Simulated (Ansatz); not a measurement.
The input, for Ansatz 0.2.0:

```yaml
crystal:
  periodic: [false, false, false]
  atoms:
    - {symbol: N, position_ang: [0.000000, 0.000000, 0.000000]}
    - {symbol: N, position_ang: [0.000000, 0.000000, 1.370000]}
basis:
  gaussian: {orbitals: aug-cc-pVDZ}
magnetization: {spin_polarized: false, initial_magnetization: 2}
hamiltonian: {xc: {name: PBE}, pseudopotentials: {relativity: scalar}}
correlation: {method: bccd, electrons: valence}
scf: {lower_state_search: light}
output: {forces: true}
```

```sh
$ ansatz run in.yaml --threads 1 --pin off --events-out ev --progress --plain --max-ram 2393MiB
```

Log:

```
462 factors; integrals over basis functions are off by at most 1.2e-3 eV
mean field evaluation 1: about -2970.7882 eV, gradient 1.7e1 eV
mean field evaluation 2: about -2970.7885 eV, gradient 1.7e1 eV
mean field evaluation 4: about -2971.3066 eV, gradient 9.1e0 eV
mean field evaluation 8: about -2971.7755 eV, gradient 3.8e0 eV
mean field evaluation 16: about -2972.5399 eV, gradient 5.8e-5 eV
mean field evaluation 32: about -2972.4906 eV, gradient 4.1e0 eV
mean field evaluation 64: about -2971.3251 eV, gradient 8.3e0 eV
mean field evaluation 96: about -2972.3605 eV, gradient 1.3e0 eV
mean field evaluation 128: about -2972.4775 eV, gradient 3.0e0 eV
mean field evaluation 160: about -2971.8353 eV, gradient 1.6e1 eV
mean field -2972.53994556 eV, -109.2388281394 hartree, gradient 1.6e-6 eV, S^2 2.000000; 15 other end points of the search recorded, 0 dependent functions left out
mean field evaluation 192: about -2958.9426 eV, gradient 4.1e-1 eV
unrestricted determinant -2961.11394080 eV, -108.8189302092 hartree, S^2 2.5650
2 core orbitals not correlated: weight in the atoms' cores, before any rotation towards them, 1.000 or more for the frozen orbitals, at most 0.000 for the correlated occupied ones
reference -2959.95756960 eV, -108.7764343514 hartree; 6, 4 occupied and 38, 40 virtual orbitals, 462 factors
second order -8.05764139 eV of doubles, -0.46810548 eV of singles
cycle   1  -8.26305401 eV  change    2.6e-1 eV  update   8.4e-2
cycle   2  -8.57379341 eV  change   -3.1e-1 eV  update   3.5e-2
cycle   3  -8.69096241 eV  change   -1.2e-1 eV  update   2.2e-2
cycle   4  -8.72357575 eV  change   -3.3e-2 eV  update   1.5e-2
cycle   5  -8.75863946 eV  change   -3.5e-2 eV  update   1.1e-2
cycle   6  -8.77964277 eV  change   -2.1e-2 eV  update   6.0e-3
cycle   7  -8.78482363 eV  change   -5.2e-3 eV  update   1.6e-3
cycle   8  -8.78464407 eV  change    1.8e-4 eV  update   5.0e-4
cycle   9  -8.78448638 eV  change    1.6e-4 eV  update   2.2e-4
cycle  10  -8.78460257 eV  change   -1.2e-4 eV  update   7.9e-5
cycle  11  -8.78456957 eV  change    3.3e-5 eV  update   2.7e-5
cycle  12  -8.78458477 eV  change   -1.5e-5 eV  update   8.1e-6
cycle  13  -8.78457704 eV  change    7.7e-6 eV  update   3.0e-6
cycle  14  -8.78457737 eV  change   -3.3e-7 eV  update   1.2e-6
cycle  15  -8.78457716 eV  change    2.2e-7 eV  update   4.9e-7
WARN: the results are in doubt because among natural orbitals full CI differs from the method by -0.263 eV
the calculation of the forces begins
mean field evaluation 224: about -2972.5410 eV, gradient 3.0e-2 eV
Total energy: -2968.74214675 eV, -109.0992616075 hartree
Relativity: scalar
Atom 0 at     0.000000     0.000000     0.000000 Å, force     0.000000    -0.000000     3.581019 eV/Å
Atom 1 at     0.000000     0.000000     1.370000 Å, force    -0.000000    -0.000000    -3.581019 eV/Å
Dipole moment:    -0.000000     0.000000    -0.000000 e Å
In doubt: among natural orbitals full CI differs from the method by -0.263 eV
```

Forces (eV/Å):
```
N    0.000  0.000  3.581
N    0.000  0.000 -3.581
```

Ran on 1 thread of Arm Neoverse V1, shared host: 9 s wall, 0.21 GiB peak host memory.
